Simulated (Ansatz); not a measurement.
How the smallest direct gap on the k points sampled of rock-salt KBr moves with the method

No measured value is used here.

Task: Put these levels in order of the smallest direct gap on the k points sampled that they give for rock-salt KBr, smallest first: B3LYP (VWN-RPA form) (Ansatz, an electronic-structure program), LDA+SOC (Ansatz), PBE+SOC (Ansatz), PBE0 (Ansatz), r²SCAN+SOC (Ansatz).

Result: LDA+SOC (3.87 eV), PBE+SOC (4.28 eV), r²SCAN+SOC (4.92 eV), B3LYP (VWN-RPA form) (5.91 eV), PBE0 (6.32 eV)

Computed values are for a static lattice. Spin–orbit coupling is included only where a level's name says +SOC; with heavier elements it mostly lowers gaps and can invert bands.  Values are at the measured cell. Cutoffs and k meshes differ between the levels. Ansatz's density-functional and Hartree–Fock values are scalar-relativistic unless marked +SOC, with PAW data made under PBE.
